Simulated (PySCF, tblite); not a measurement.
## Complex of isothiocyanic acid and phosphonium

A gas-phase complex of isothiocyanic acid and phosphonium; charge +1, singlet. The structure comes from a short search (6 tight-binding starts) and was relaxed by PBE0-D3(BJ)/def2-SVPD; another way of binding may lie lower. Frequencies by PBE0-D3(BJ)/def2-SVPD show no clear imaginary mode.

```
part                name  SMILES  atoms  charge  multiplicity
   1  isothiocyanic acid   N=C=S    1–4       0             1
   2         phosphonium  [PH4+]    5–9      +1             1
```

```xyz
9

N    -0.727   -0.012   -0.095
C     0.426    0.208   -0.003
S     2.004    0.427    0.119
H    -1.704    0.199   -0.194
P     2.939   -2.418    1.104
H     2.637   -1.624    2.224
H     3.400   -3.673    1.565
H     1.796   -2.639    0.319
H     3.963   -1.839    0.336
```
Atoms count from 1 in this order.

```tsv
contact	kind (by geometry)	distance (Å)	angle (°)
H7–P5···S3	pnictogen bond	3.153	178
```

Interaction energies are complex less parts, with the parts frozen as they stand in it; counterpoise-corrected, in kcal/mol (PySCF).

**Question.** How strongly do the parts interact, level by level?

**Answer.** 
```csv
level,interaction,superposition error removed
wB97M-D3(BJ)/def2-TZVPD,-13.70,-0.07
PBE0-D3(BJ)/def2-TZVPD,-14.41,-0.08
```

**Question.** What holds them together? Decompose the wB97M-D3(BJ)/def2-TZVPD energy: frozen parts, their antisymmetrised product, then relaxation.

**Answer.** electrostatic -12.3, Pauli repulsion +11.5, orbital relaxation -11.1, dispersion correction -1.9 kcal/mol, which sum to the value before the counterpoise correction; the Pauli term holds the exchange-correlation of the frozen density too. Of the attraction, 49 % is electrostatic, 44 % is orbital relaxation, 8 % is dispersion correction.

The parts were also relaxed and run alone, at the levels used for the complex: shieldings by PBE0/pcSseg-2.

**Question.** How do these values change when the complex forms?

**Answer.** 
```json
{"property": "H7–P5 bond (Å)", "alone": "1.409", "in the complex": "1.415", "change": "+0.005"}
{"property": "shielding of P5 (ppm)", "alone": "435.3", "in the complex": "436.5", "change": "+1.3"}
{"property": "shielding of S3 (ppm)", "alone": "710.7", "in the complex": "719.8", "change": "+9.1"}
{"property": "shielding of H7 (ppm)", "alone": "25.15", "in the complex": "25.24", "change": "+0.10"}
```

**Question.** What are the binding energy from relaxed parts (wB97M-D3(BJ)/def2-TZVPD), and ΔH and ΔG of association at 298.15 K and 1 atm?

**Answer.** -12.28 kcal/mol, -11.31 with zero-point energy; ΔH -11.0 and ΔG -4.6 kcal/mol, from harmonic vibrations by PBE0-D3(BJ)/def2-SVPD with low modes damped.

The 4 runs behind this took 8.6 min in all, one thread each of Arm Neoverse V1 on a shared host, launched as `OMP_NUM_THREADS=1 python cluster_run.py task.json out`.
